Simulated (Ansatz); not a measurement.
**Ta₂H₃: from a trial structure to a relaxed crystal**

Computed with Ansatz, DFT PBE, scalar-relativistic, plane waves, PAW. Cutoff 420 eV, Γ-centred k mesh, Gaussian smearing, no spin polarisation in the final step.

The start puts Ta₂H₃ on the sites of a reported Th3Ga2 cell (P4/mbm, No. 127), with Ta in place of Ga, H in place of Th, at a guessed volume.

```
Ta H
1.0
     5.93550    0.00000    0.00000
     0.00000    5.93550    0.00000
     0.00000    0.00000    3.13394
Ta H
4 6
Direct
  0.38270 0.88270 0.00000
  0.11730 0.38270 0.00000
  0.61730 0.11730 0.00000
  0.88270 0.61730 0.00000
  0.00000 0.00000 0.00000
  0.50000 0.50000 0.00000
  0.17680 0.67680 0.50000
  0.32320 0.17680 0.50000
  0.82320 0.32320 0.50000
  0.67680 0.82320 0.50000
```

Cell and atoms relax at zero pressure; the relaxation can't lower the symmetry of the start. After a coarse first stage the cell is made exact in the group found at 0.06 Å.

Energies over the elements count from the elements' standard structures at the same level (H₂ as a molecule), with no empirical corrections.

Q: Which crystal results?

A: It keeps P4/mbm (No. 127), but not the shape of the type it started on. Conventional cell: a = 5.762 Å, c = 2.857 Å. Around Ta lie 4 H at 1.97–2.06 Å; H on Wyckoff site a (2 atoms of the primitive cell) has 4 Ta at 2.06 Å; H on Wyckoff site h (4 atoms of the primitive cell) is coordinated by 1 H at 1.94 Å and 2 Ta at 1.97 Å.

Space group P4/mbm (No. 127). a = 5.762 Å, b = 5.762 Å, c = 2.857 Å, α = 90.00°, β = 90.00°, γ = 90.00°
```csv
atom,site,symmetry,x,y,z
Ta,4g,m.2m,0.2862,0.7862,0.0000
H,2a,4/m..,0.0000,0.0000,0.0000
H,4h,m.2m,0.1189,0.6189,0.5000
```

Q: What are its volume, energy, density and gap?

A: The volume per atom is 9.49 Å³, the density is 12.77 g/cm³ and the energy over the elements is 0.32 eV/atom. The gap on the 8×8×14 mesh is 0 eV (a metal).

The final run used a 8×8×14 mesh on its 10-atom cell and 0.10 eV smearing. The k mesh leaves about 4 meV/atom of noise in metals. Spin–orbit coupling is left out. A structure relaxed within its symmetry needn't be a true minimum.

Cost: 3 runs of about 5.9 core-minutes in all, on Intel Xeon Platinum 8259CL (Skylake/Cascade Lake) (shared hosts).